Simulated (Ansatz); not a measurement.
# SiNH (singlet): B2PLYP, RKS PBE0, RPA-PBE over a scan of the scale of all distances, 6-31G

How well do these functionals follow the top wave-function level for SiNH (singlet) over a scan of the scale of all distances?

Program: Ansatz 0.2.0, Gaussian basis. Level of theory: 6-31G, all electrons in the functionals, frozen cores in the correlation of double hybrids and RPA. These are calculated values, not measurements.

To be run: B2PLYP, RKS PBE0, RPA-PBE, at 0.868; 1.000; 1.110; 1.296; 1.480; 1.769; 2.020; 2.437.

15 further runs of the same task are left out: 4 for a known fault of the program, 7 that didn't finish, 4 set aside as unsound or not needed.

## Step 1: What is computed

The geometry derives from a PBE0/def2-TZVP stationary point (not a proven minimum). All distances are scaled together.

3 atoms, charge 0, spin multiplicity 1.

Atoms are counted from 1 here; the program's logs count them from 0.

Bond lengths: Si1–N2 1.557 Å, Si1–H3 1.487 Å. Angles: N2–Si1–H3 180.0°.

Coordinates:

```xyz
3

Si    0.0000    0.0000    0.0233
N     0.0000    0.0000   -1.5337
H     0.0000    0.0000    1.5104
```

No dispersion term is added.

The geometry shown and the zero of energy belong to the point 1.000. The yardstick, FCI, and other wave-function levels (R restricted, U unrestricted, valence and pair active spaces) come from earlier runs.

## Step 2: B2PLYP, 0.868

in.yaml

```yaml
crystal:
  periodic: [false, false, false]
  atoms:
    - {symbol: Si, position_ang: [0.000000, 0.000000, 0.020191]}
    - {symbol: N, position_ang: [0.000000, 0.000000, -1.331229]}
    - {symbol: H, position_ang: [0.000000, 0.000000, 1.311038]}
basis:
  gaussian: {orbitals: 6-31G}
magnetization: {spin_polarized: true, initial_magnetization: 0}
hamiltonian: {xc: {name: B2PLYP}}
correlation: {electrons: outside_noble_gas}
```

On the command line:

```bash
ansatz run in.yaml --threads 1 --pin off --events-out ev --progress --plain --max-ram 2393MiB
```

Further steps of the session: B2PLYP, 1.000; B2PLYP, 1.110; B2PLYP, 1.296; B2PLYP, 1.480; B2PLYP, 1.769; B2PLYP, 2.020; B2PLYP, 2.437; RKS PBE0, 0.868; RKS PBE0, 1.000; RKS PBE0, 1.110; RKS PBE0, 1.296; RKS PBE0, 1.480; RKS PBE0, 1.769; RKS PBE0, 2.020; RKS PBE0, 2.437; RPA-PBE, 0.868; RPA-PBE, 1.000; RPA-PBE, 1.110; RPA-PBE, 1.296; RPA-PBE, 1.480; RPA-PBE, 1.769; RPA-PBE, 2.020; RPA-PBE, 2.437.

**Question.** What will the summary of the whole plan be? Wanted: span of the FCI curve; largest miss, B2PLYP; largest miss, RKS PBE0; largest miss, RPA-PBE.

**Answer**, as computed:

| quantity | value |
| --- | --- |
| span of the FCI curve | 5.034 eV |
| largest miss, B2PLYP | +1.249 eV (1.296) |
| largest miss, RKS PBE0 | +6.523 eV (2.437) |
| largest miss, RPA-PBE | -0.243 eV (2.437) |

What this shows: Of the functionals, RPA-PBE keep the smallest largest miss at the points compared (at most 0.243 eV) and RKS PBE0 strays most (6.523 eV, at 2.437). B2PLYP, RPA-PBE clearly break the spin symmetry at some points (⟨S²⟩ up to 3.00 above the pure value), so energy there is bought with a mixed spin. Functionals and the yardstick converge differently with the basis, so part of each miss in 6-31G is the basis.
